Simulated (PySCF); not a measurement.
Zinc-blende AlN (metastable phase): correlation energy from several methods in one and the same small orbital space (PySCF; 2 atoms at the zone centre, 8 electrons in 21 orbitals, empty ones MP2 natural orbitals of a TZ basis, lattice constant set to 5.037 Å). Its volume lies 53 % above that of the crystal's usual cell. It tests the methods against each other and lies far from the crystal's limit.

Full CI gives -3.2932 eV per atom.

Question: What share of it do MP2, CCSD, CCSD(T), CCSDT, CCSDT(Q) recover?

Answer: MP2 78.0 %; CCSD 93.9 %; CCSD(T) 97.7 %; CCSDT 98.4 %; CCSDT(Q) 99.8 %.

```json
[
 {"method": "MP2", "E_corr (eV per atom)": "-2.5702", "share of full CI (%)": "78.0", "error (meV)": "723"},
 {"method": "CCSD", "E_corr (eV per atom)": "-3.0912", "share of full CI (%)": "93.9", "error (meV)": "202"},
 {"method": "CCSD(T)", "E_corr (eV per atom)": "-3.2180", "share of full CI (%)": "97.7", "error (meV)": "75"},
 {"method": "CCSDT", "E_corr (eV per atom)": "-3.2407", "share of full CI (%)": "98.4", "error (meV)": "52"},
 {"method": "CCSDT(Q)", "E_corr (eV per atom)": "-3.2879", "share of full CI (%)": "99.8", "error (meV)": "5"},
 {"method": "full CI", "E_corr (eV per atom)": "-3.2932", "share of full CI (%)": "100.0", "error (meV)": "0"}
]
```

The Hartree–Fock determinant has a weight of 0.67 in the full CI state.

MP2, (T) and (Q) use filled levels shifted down by the Madelung term, which in so small a cell is a large part of the gap, so these rows hang on it.
